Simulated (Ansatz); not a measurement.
# CH3NO: how energies converge with the basis set

One table from this session's results is given with a row withheld; the runs are named, their logs left out.

Computed with Ansatz 0.2.0, Gaussian basis. Level: one geometry, several basis sets.

The runs, in order: PBE0-D4/def2-SVP; ωB97M-V/def2-SVP; PBE0-D4/def2-QZVPP; ωB97M-V/def2-QZVPP; CCSD(T)/cc-pV(D+d)Z; CCSD(T)/cc-pV(T+d)Z; CCSD(T)/cc-pV(Q+d)Z; the functionals' def2-TZVPP values are taken from earlier runs.

## The geometry

An earlier PBE0-D4 in a triple-zeta def2 set relaxation fixed the geometry.

6 atoms, charge 0, spin multiplicity 1.

Atoms are counted from 1 here; the program's logs count them from 0.

Bond lengths: C1–N2 1.468 Å, C1–H4 1.094 Å, C1–H5 1.094 Å, C1–H6 1.092 Å, N2–O3 1.193 Å. Angles: N2–C1–H4 106.8°, N2–C1–H5 106.8°, N2–C1–H6 111.9°, H4–C1–H5 107.0°, H4–C1–H6 112.0°, H5–C1–H6 112.0°, C1–N2–O3 113.9°.

Coordinates:

```xyz
6

C    -0.1734    0.2949   -0.2576
N    -0.0934   -0.9302    0.5472
O     0.9602   -1.0890    1.0838
H    -0.4350   -0.0113   -1.2743
H    -1.0171    0.8729    0.1297
H     0.7586    0.8626   -0.2287
```

The first run:

Input file in.yaml:

```yaml
crystal:
  periodic: [false, false, false]
  atoms:
    - {symbol: C, position_ang: [-0.173351, 0.294944, -0.257587]}
    - {symbol: N, position_ang: [-0.093363, -0.930204, 0.547167]}
    - {symbol: O, position_ang: [0.960199, -1.088975, 1.083775]}
    - {symbol: H, position_ang: [-0.434984, -0.011299, -1.274295]}
    - {symbol: H, position_ang: [-1.017077, 0.872946, 0.129661]}
    - {symbol: H, position_ang: [0.758566, 0.862588, -0.228740]}
basis:
  gaussian: {orbitals: def2-SVP}
hamiltonian: {xc: pbe0, dispersion: d4}
output: {orbitals: {seedname: orbitals}}
```

Run with:

```console
ansatz run in.yaml --threads 4 --pin off --events-out ev --progress --plain --max-ram 10444MiB
```

Steps of the session up to this table: PBE0-D4 in def2-SVP; ωB97M-V in def2-SVP; PBE0-D4 in def2-QZVPP; ωB97M-V in def2-QZVPP.

One of the session's tables, all rows but one given; the rest of the session is left out.

It belongs to the step «Functionals by basis». 

| functional | basis | HOMO (eV) | LUMO (eV) |
| --- | --- | --- | --- |
| PBE0-D4 | def2-SVP | -6.41 | -1.98 |
| PBE0-D4 | def2-TZVPP | -6.64 | -2.18 |
| PBE0-D4 | def2-QZVPP | -6.70 | -2.24 |
| ωB97M-V | def2-SVP | ? | ? |
| ωB97M-V | def2-TZVPP | -9.12 | 0.37 |
| ωB97M-V | def2-QZVPP | -9.18 | 0.28 |

**Question.** Estimate the row for ωB97M-V, def2-SVP.

As computed: HOMO (eV): -8.86; LUMO (eV): 0.64. In the column «HOMO (eV)» it lies between ωB97M-V, def2-TZVPP (-9.12) and PBE0-D4, def2-QZVPP (-6.70).
